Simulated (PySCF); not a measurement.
One molecule, a ladder of functionals, a line

Molecule: `C1[C@@H](CC#N)O1`, C₄H₅NO.

Molfile (atoms numbered from 1):
```
C4H5NO
     RDKit          3D

 11 11  0  0  0  0  0  0  0  0999 V2000
   -1.8724    1.7493    0.5233 N   0  0  0  0  0  0  0  0  0  0  0  0
   -1.4248    0.7707    0.0986 C   0  0  0  0  0  0  0  0  0  0  0  0
   -0.8439   -0.4637   -0.4115 C   0  0  0  0  0  0  0  0  0  0  0  0
    0.4246   -0.8510    0.3171 C   0  0  2  0  0  0  0  0  0  0  0  0
    1.7387   -0.4932   -0.2115 C   0  0  0  0  0  0  0  0  0  0  0  0
    1.2215   -1.8027   -0.3369 O   0  0  0  0  0  0  0  0  0  0  0  0
   -0.6311   -0.3523   -1.4865 H   0  0  0  0  0  0  0  0  0  0  0  0
   -1.5900   -1.2702   -0.3140 H   0  0  0  0  0  0  0  0  0  0  0  0
    0.3123   -0.9943    1.4010 H   0  0  0  0  0  0  0  0  0  0  0  0
    2.5882   -0.3784    0.4727 H   0  0  0  0  0  0  0  0  0  0  0  0
    1.8028    0.0856   -1.1422 H   0  0  0  0  0  0  0  0  0  0  0  0
  1  2  3  0
  2  3  1  0
  3  4  1  0
  4  5  1  0
  5  6  1  0
  6  4  1  0
  3  7  1  0
  3  8  1  0
  4  9  1  1
  5 10  1  0
  5 11  1  0
M  END
```

GIAO shieldings (ppm, equivalent atoms averaged) in PySCF 2.14.0 with density-fitted response routines on the PBE0-D3(BJ)/def2-SVP geometry, basis pcSseg-2, gas phase, non-relativistic:

| functional | exact exchange (%) | σ(C4) | σ(C5) | σ(C3) | σ(O6) |
| --- | --- | --- | --- | --- | --- |
| BLYP | 0 | 122.8 | 124.4 | 149.7 | 293.3 |
| BP86 | 0 | 127.5 | 128.8 | 154.2 | 297.8 |
| PBE | 0 | 127.7 | 129.1 | 154.5 | 297.6 |
| B3LYP | 20 | 129.0 | 130.2 | 154.9 | 306.2 |
| PBE0 | 25 | 135.0 | 135.7 | 160.3 | 312.6 |
| BHandHLYP | 50 | 137.1 | 137.7 | 161.4 | 323.6 |
| HF | 100 | 149.3 | 149.1 | 171.2 | 349.8 |

**Question.** Fit each shielding as a line in the percentage of exact exchange.

**Answer.** σ(C4) = 126.2 + 0.23 x (rms 2.0 ppm); σ(C5) = 127.6 + 0.22 x (rms 1.9 ppm); σ(C3) = 152.9 + 0.18 x (rms 1.9 ppm); σ(O6) = 296.6 + 0.54 x (rms 1.8 ppm). The functionals also differ in their semilocal parts, which the line can't hold; Hartree–Fock has no correlation at all.

**Question.** What does the line predict for mPW1PW91 (25 %), and what does the run give?

**Answer.** σ(C4): 131.9 predicted, 134.2 computed; σ(C5): 133.1 predicted, 135.0 computed; σ(C3): 157.4 predicted, 159.7 computed; σ(O6): 310.1 predicted, 311.7 computed ppm.
